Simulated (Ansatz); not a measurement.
# Hydrogen abstraction

Start structure (CH5, doublet), relaxed at PBE0-D4/def2-TZVP:

```csv
atom,x (Å),y (Å),z (Å)
H1,-1.3234,-1.2043,0.1921
H2,-1.8732,-1.7047,0.2718
C3,0.7964,0.7248,-0.1156
H4,1.5295,-0.0673,-0.0738
H5,0.3863,1.0315,-1.0666
H6,0.4842,1.2201,0.7921
```

The step: CH₃ + H₂ → CH₄ + H; bonds formed: H1–C3; bonds broken: H1–H2. Computed with Ansatz 0.2.0 (basis: def2-TZVPP and def2-QZVPP); correlated methods freeze the cores; orbitals are unrestricted. Extrapolation: Hartree–Fock as exp(−7.88 √X), correlation as X^−2.97. Energies below are by CCSD(T) at an estimated basis limit (MP2 extrapolated from triple and quadruple zeta, plus CCSD(T) − MP2 in triple zeta).

(1) What are the electronic barrier and the energy of the step, from the start structure to the end structure? (To be estimated.)

No T1 diagnostic of these runs exceeds 0.016. ⟨S²⟩ of the unrestricted Hartree–Fock references: 0.75 to 0.79 (a pure state has 0.75).

Results:

(1) Computed: Barrier 0.522 eV; step energy -0.115 eV (downhill); reverse barrier, their difference, 0.637 eV. Barrier and step energy count from the start structure, the reverse barrier from the end structure.

The saddle point: One imaginary mode of 1065i cm⁻¹.
```csv
pair,start (Å),saddle (Å),end (Å)
H1–C3,2.88,1.45,1.09
H1–H2,0.75,0.88,2.93
```

Zero-point energy (harmonic, PBE0-D4): ZPE is 1.124 eV at the start and 1.161 eV at the saddle, so the barrier goes from 0.522 to 0.559 eV.

For scale, one of the runs: CCSD(T)/def2-TZVPP, 101 basis functions, launched by `ansatz run in.yaml --threads 2 --pin off --events-out ev --progress --plain --max-ram 4352MiB`. Time: 3.9 s of wall clock on 2 CPU threads of an Arm Neoverse V1; the host was shared. Peak host memory: 0.63 GiB.
